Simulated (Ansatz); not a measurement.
Relaxation of C$_{3}$H$_{5}$ClS (10 atoms, charge 0, multiplicity 1), to a largest force component of 0.015 eV/Å in at most 40 steps.

Method: RKS PBE-D4/def2-SVP (Ansatz 0.2.0).

```xyz
10
Properties=species:S:1:pos:R:3:forces:R:3
C -0.937 -0.329 0.479 -1.74 3.10 -0.74
C 0.380 0.025 -0.070 0.38 0.48 -0.86
S 1.717 -0.574 0.831 1.93 -0.58 0.78
C 0.710 0.738 -1.189 -4.99 -0.87 1.40
Cl -0.542 1.399 -2.244 0.29 -0.13 0.21
H -1.106 0.150 1.472 0.25 -0.30 0.06
H -1.108 -1.366 0.529 -0.22 -2.07 0.21
H -1.755 0.137 -0.155 0.54 -0.47 0.23
H 1.087 -1.170 1.878 -0.27 0.09 -0.10
H 1.637 0.939 -1.527 3.83 0.74 -1.18
```

Problem. Where does it end, and by what steps?

Solution. The forces met the threshold. After 12 steps the energy has fallen by 0.458 eV; H9 moved furthest, 0.59 Å.

```json
{"step": "0", "energy less start (eV)": "0.0000", "largest force component (eV/Å)": "4.989", "accepted": "yes"}
{"step": "1", "energy less start (eV)": "-0.3679", "largest force component (eV/Å)": "1.483", "accepted": "yes"}
{"step": "2", "energy less start (eV)": "-0.3803", "largest force component (eV/Å)": "0.714", "accepted": "yes"}
{"step": "3", "energy less start (eV)": "-0.4201", "largest force component (eV/Å)": "0.216", "accepted": "yes"}
{"step": "4", "energy less start (eV)": "-0.4241", "largest force component (eV/Å)": "0.146", "accepted": "yes"}
{"step": "5", "energy less start (eV)": "-0.4398", "largest force component (eV/Å)": "0.236", "accepted": "yes"}
{"step": "6", "energy less start (eV)": "-0.4212", "largest force component (eV/Å)": "0.993", "accepted": "no"}
{"step": "7", "energy less start (eV)": "-0.4464", "largest force component (eV/Å)": "0.166", "accepted": "yes"}
{"step": "8", "energy less start (eV)": "-0.4545", "largest force component (eV/Å)": "0.100", "accepted": "yes"}
{"step": "9", "energy less start (eV)": "-0.4569", "largest force component (eV/Å)": "0.095", "accepted": "yes"}
{"step": "10", "energy less start (eV)": "-0.4582", "largest force component (eV/Å)": "0.026", "accepted": "yes"}
{"step": "11", "energy less start (eV)": "-0.4574", "largest force component (eV/Å)": "0.109", "accepted": "no"}
{"step": "12", "energy less start (eV)": "-0.4583", "largest force component (eV/Å)": "0.007", "accepted": "yes"}
```

```xyz
10
Properties=species:S:1:pos:R:3
C -1.027 -0.332 0.429
C 0.356 -0.048 -0.072
S 1.726 -0.884 0.712
C 0.667 0.720 -1.143
Cl -0.520 1.452 -2.182
H -1.126 -0.037 1.495
H -1.249 -1.418 0.374
H -1.783 0.222 -0.160
H 1.335 -0.644 1.998
H 1.705 0.919 -1.448
```

The run took 25 s on 2 threads of Arm Neoverse V2 (shared host), peak memory 0.14 GiB.
